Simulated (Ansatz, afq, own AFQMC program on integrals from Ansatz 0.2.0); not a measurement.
Integrals from Ansatz 0.2.0, then the random walk in our own AFQMC program (afq).

```yaml
crystal:
  periodic: [false, false, false]
  atoms:
    - {symbol: O, position_ang: [-1.058557, 0.634954, 1.155942]}
    - {symbol: Ti, position_ang: [-0.635789, 0.192990, -0.472179]}
    - {symbol: Cl, position_ang: [-0.814090, -1.909071, -1.118285]}
    - {symbol: I, position_ang: [0.191163, 2.038387, -2.093822]}
    - {symbol: H, position_ang: [-1.280928, 0.937840, 2.040044]}
basis:
  gaussian: {orbitals: def2-SVP}
magnetization: {spin_polarized: true, initial_magnetization: 1}
correlation: {method: ccsd_t, electrons: outside_noble_gas, hamiltonian_folder: ham}
```

```sh
$ ansatz run in.yaml --threads 1 --pin off --events-out ev --progress --plain --max-ram 24576MiB --backend cuda --devices 0, --max-vram 18GiB
```

afq runs on the folder ham with

```
--method phaseless --trial cisd --walkers 3700 --populations 20 --least-time 60 --time-step 0.005 --steps-per-block 50 --equilibration-blocks 40 --max-blocks 4000 --target-error 0.0003 --factor-cut 1e-05 --start spin_pure --seed 6206 --release-times 0.24,0.48,0.8,1.2 --release-step 0.04 --release-every 5 --taylor-order 6
```

Times are imaginary, in 1/Eh. The walk had a cap of 365 s. With eight or more populations the least sampling time is a fifth of least-time, and the error comes from their spread. Filled inner d shells are frozen with the cores. Core potentials past Kr, no spin–orbit coupling.

Log:

```
orbitals 70  electrons 13 12  factors 600 of 1023
reference energy -1679.90796740 Eh
CCSD correlation -0.52130087 Eh in 18 cycles, weight of the determinant in the CISD state 0.7967
energy of the start -1680.429186 Eh
 block  time / (1/Eh)  mean weight  energy / Eh
     1     0.250  0.9999  -1680.412949
     2     0.500  1.0000  -1680.421378
     3     0.750  1.0007  -1680.430019
     4     1.000  1.0001  -1680.435051
     5     1.250  1.0003  -1680.439854
     7     1.750  0.9999  -1680.445175
     9     2.250  1.0006  -1680.446685
    11     2.750  0.9999  -1680.447444
    15     3.750  1.0001  -1680.446479
    19     4.750  0.9999  -1680.448078
    23     5.750  1.0001  -1680.451841
    25     6.250  1.0008  -1680.454625
    27     6.750  0.9994  -1680.454317
    31     7.750  1.0003  -1680.450444
    35     8.750  0.9999  -1680.452930
    39     9.750  0.9998  -1680.450825
    43    10.750  1.0001  -1680.453270
    47    11.750  1.0000  -1680.452078
    51    12.750  1.0006  -1680.449378
    55    13.750  1.0001  -1680.450011
    59    14.750  1.0003  -1680.451032
    63    15.750  1.0001  -1680.451270
    67    16.750  1.0001  -1680.450636
    71    17.750  1.0000  -1680.450661
    75    18.750  1.0005  -1680.452536
    79    19.750  1.0002  -1680.453121
    83    20.750  1.0001  -1680.451156
    87    21.750  0.9998  -1680.454012
    89    22.250  0.9996  -1680.451275
error from the spread of 20 populations
released: time / (1/Eh)  energy / Eh  error  mean overlap
  0.24  -1680.452039  0.000646  0.9953
  0.48  -1680.452144  0.000645  0.9923
  0.80  -1680.451551  0.000611  0.9901
  1.20  -1680.452522  0.000695  0.9765
energy -1680.451370 +/- 0.000538 Eh
(rows thinned)
```

The run passed its tests (sampling time, drift between the halves within three errors, error under three times the target), which doesn't prove that it has relaxed, ending at its cap on processor time.

Against this walk (error 14.6 meV) on the same determinant: CCSD(T) 87.1 meV higher. The error is statistical and leaves out the bias of the constraint. None of these is a sure reference here. Released to 1.20 1/Eh the energy moves by -31 ± 24 meV (both errors), within twice the noise.

Cautions: constraint bias not in the error; error above the target (14.6 against 8.2 meV); no spin-orbit coupling; no relativity below Rb; outer-core shells of the metal frozen; inner d shell frozen.

The walk took 6.1 min on 1 × NVIDIA H100 80GB HBM3 with 2 threads of AMD EPYC 7R13 Processor (Zen 3), on a shared host (the card was shared). The log's last line is the phaseless energy.
